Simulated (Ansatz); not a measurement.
**AlH₃− (doublet): from Hartree-Fock to the top rungs at a displaced geometry (v1), aug-cc-pVDZ**

An exercise on one series of results from a longer session: the logs are not shown, and one member is left open.

Program: Ansatz 0.2.0, Gaussian basis. Level of theory: aug-cc-pVDZ, core rule «outside noble gas», up to 5 orbitals frozen. These are calculated values, not measurements.

To be run: UHF; CCSD(T) on ROHF; CCSD(T) on UHF; BCCD(T) on ROHF; CISD; CCSDT(Q) on ROHF; CCSDT(Q) on UHF; CASSCF and MRCISD+Q, 7 electrons in 7 orbitals; CASSCF and NEVPT2, 7 electrons in 7 orbitals.

20 further runs of the same task are left out: 3 for a known fault of the program, 5 that didn't finish, 12 set aside as unsound or not needed.

## The geometry

The geometry is a PBE0/def2-TZVPD stationary point (not a proven minimum) with its atoms shifted at random (size 0.040 Å).

4 atoms, charge -1, spin multiplicity 2.

Atoms are counted from 1 here; the program's logs count them from 0.

Bond lengths: Al1–H2 1.636 Å, Al1–H3 1.638 Å, Al1–H4 1.676 Å. Angles: H2–Al1–H3 110.6°, H2–Al1–H4 112.4°, H3–Al1–H4 113.2°.

As a file:

```xyz
4

Al    0.0004   -0.0004   -0.0479
H     1.5586   -0.0036    0.4490
H    -0.7435    1.3890    0.3993
H    -0.8260   -1.3757    0.4352
```

The first run:

File in.yaml:

```yaml
crystal:
  periodic: [false, false, false]
  atoms:
    - {symbol: Al, position_ang: [0.000403, -0.000363, -0.047946]}
    - {symbol: H, position_ang: [1.558643, -0.003648, 0.448999]}
    - {symbol: H, position_ang: [-0.743468, 1.389048, 0.399266]}
    - {symbol: H, position_ang: [-0.825963, -1.375685, 0.435212]}
basis:
  gaussian: {orbitals: aug-cc-pVDZ}
total_charge: -1
magnetization: {spin_polarized: true, initial_magnetization: 1}
hamiltonian: {xc: hf}
output: {orbitals: {seedname: orbitals}}
```

The run is started by

```console
> ansatz run in.yaml --threads 1 --pin off --events-out ev --progress --plain --max-ram 2393MiB
```

Steps of the session up to this table: UHF; CCSD(T) on ROHF; CCSD(T) on UHF; BCCD(T) on ROHF; CISD; CCSDT(Q) on ROHF; CCSDT(Q) on UHF; CASSCF and MRCISD+Q, 7 electrons in 7 orbitals; CASSCF and NEVPT2, 7 electrons in 7 orbitals.

One of the session's tables, all rows but one given; the rest of the session is left out.

| method | from UCCSDT(Q) (meV) |
| --- | --- |
| ROHF | ? |
| UHF | +3322.6 |
| RMP2 | +850.1 |
| UMP2 | +845.1 |
| CISD | +238.9 |
| RCCSD | +85.6 |
| UCCSD | +85.2 |
| RCCSD(T) | +22.1 |
| UCCSD(T) | +21.9 |
| BCCD(T) | +21.6 |
| RCCSDT | +1.7 |
| UCCSDT | +1.6 |
| RCCSDT(Q) | +0.2 |
| UCCSDT(Q) | 0 |
| CASSCF valence | +2230.3 |
| NEVPT2 valence | +840.0 |
| MRCISD valence | +123.6 |
| MRCISD+Q valence | +1.8 |

Q: Estimate the row for ROHF from the others.

As computed: from UCCSDT(Q) (meV): +3343.5. In the column «from UCCSDT(Q) (meV)» it is the highest.

Limits of these values: Restricted and unrestricted rows rest on different reference determinants; where their highest levels disagree by more than a few hundredths of an eV, they describe different states and don't form one ladder.
